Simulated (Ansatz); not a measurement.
Geometry optimisation, RKS LDA/def2-SVP in Ansatz.

The input (input.yaml):

```yaml
crystal:
  periodic: [false, false, false]
  atoms:
    - { symbol: B, position_ang: [-0.63714, 0.5642, -0.65019] }
    - { symbol: B, position_ang: [-0.05999, 0.0141, 0.77191] }
    - { symbol: S, position_ang: [-0.73808, 0.50938, 2.33635] }
    - { symbol: H, position_ang: [-1.48611, 0.01105, -1.24223] }
    - { symbol: H, position_ang: [-0.215, 1.52479, -1.17549] }
    - { symbol: H, position_ang: [0.83274, -0.73898, 0.90449] }
    - { symbol: H, position_ang: [-1.70371, 1.33307, 1.92612] }
basis:
  gaussian: { orbitals: def2-SVP }
hamiltonian:
  xc: lda
relax:
  f_tol: 0.015
  max_steps: 40
```

Command:

```bash
$ ansatz run input.yaml --threads 1 --pin off --max-ram 2048MiB --backend cpu --events-out ev --progress --plain --runs-dir out
```

Q: Where does it end, and by what steps?

A: It converged. After 8 steps the energy has fallen by 0.109 eV; H7 moved furthest, 0.09 Å.

| step | energy less start (eV) | largest force component (eV/Å) | accepted |
| --- | --- | --- | --- |
| 0 | 0.0000 | 1.071 | yes |
| 1 | -0.0917 | 0.363 | yes |
| 2 | -0.1045 | 0.185 | yes |
| 3 | -0.1076 | 0.044 | yes |
| 4 | -0.1078 | 0.035 | yes |
| 5 | -0.1082 | 0.034 | yes |
| 6 | -0.1091 | 0.019 | yes |
| 7 | -0.1001 | 0.426 | no |
| 8 | -0.1092 | 0.005 | yes |

```xyz
7
Properties=species:S:1:pos:R:3
B -0.628 0.557 -0.672
B -0.094 0.042 0.789
S -0.727 0.498 2.377
H -1.499 -0.039 -1.294
H -0.169 1.551 -1.219
H 0.840 -0.745 0.882
H -1.730 1.355 2.008
```

Run time: 10 s on 1 thread of Intel(R) Xeon(R) Platinum 8259CL CPU @ 2.50GHz (Skylake/Cascade Lake) (shared host), peak memory 0.13 GiB.
